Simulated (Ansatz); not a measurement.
System: C3H5, net charge 0, doublet state. It need not be the lowest isomer of its formula. SMILES: C(=C)[CH2]
Structure (B3LYP-D3(BJ)/def2-TZVP (Ansatz, a quantum-chemistry and plane-wave program) minimum search):
```
C
C 1 1.3797
C 1 1.3797 2 124.97
H 2 1.0806 1 121.50 3 180.00
H 3 1.0806 1 121.50 2 -180.00
H 3 1.0830 5 117.52 1 -180.00
H 2 1.0830 4 117.52 1 180.00
H 1 1.0865 2 117.52 4 0.00
```
Charge 0, spin multiplicity 2.

Parts of the frozen-core correlation energy in 6-31G (Ansatz, hartree). Frozen orbitals: 3; correlated occupied orbitals by spin: 9 and 8; virtual: 25 and 26. UHF or UKS for open shells. No spin-orbit coupling. Non-relativistic.

| term | value |
|---|---|
| reference (HF) | -116.42883 |
| MP2 opposite-spin | ___ |
| MP2 same-spin | ___ |
| CCSD correlation | ___ |
| (T) | -0.00703 |
| T1 diagnostic | 0.029 |
| largest doubles amplitude | 0.139 |
| <S^2> of the reference | 0.971 |

Question: What belongs in the gaps?

Answer: 
- MP2 opposite-spin, value: -0.17893
- MP2 same-spin, value: -0.04996
- CCSD correlation, value: -0.27462
